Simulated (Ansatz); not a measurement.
This geometry of C$_{3}$H$_{4}$N (8 atoms, charge -1, multiplicity 1) is a first-order saddle point.

Computed with Ansatz 0.2.0, RKS BLYP/def2-SVP.

```xyz
8
Properties=species:S:1:pos:R:3
C -0.691 1.782 -0.717
N -0.393 0.561 -0.590
C -0.200 -0.686 -0.289
C 0.421 -1.192 0.983
H 0.145 2.366 -1.208
H -0.545 -1.379 -1.111
H -0.166 -0.754 1.841
H 1.429 -0.698 1.091
```

**Question.** Which two structures does it join? (They come from a converged band through this point; their orientation in space is the band's.)

**Answer.** No bond is made or broken. The dihedral N2–C3–C4–H7 goes from -167 to 7°. The two ends are copies of one structure, up to a mirror image or an exchange of like atoms.

Image 0:

```xyz
8
Properties=species:S:1:pos:R:3
C -0.006 1.848 -0.863
N -0.027 0.541 -0.926
C -0.416 -0.453 -0.084
C 0.192 -0.888 1.084
H 0.582 2.196 -1.811
H -1.268 -1.062 -0.467
H -0.108 -1.838 1.556
H 1.051 -0.345 1.510
```

Image 8:

```xyz
8
Properties=species:S:1:pos:R:3
C -0.006 1.849 -0.862
N -0.028 0.542 -0.925
C -0.416 -0.453 -0.084
C 0.191 -0.887 1.085
H 0.581 2.197 -1.810
H -1.266 -1.064 -0.469
H 1.050 -0.344 1.511
H -0.107 -1.840 1.555
```

**Question.** How far does it lie above each of them?

**Answer.** 1.12 eV above the first and 1.12 eV above the second. This is the barrier of this one path; another mechanism may lie lower. Limits of this set-up: an anion without diffuse functions.

Time of the run: 2.2 min on 1 thread of Arm Neoverse V2 (shared host), peak memory 0.13 GiB.
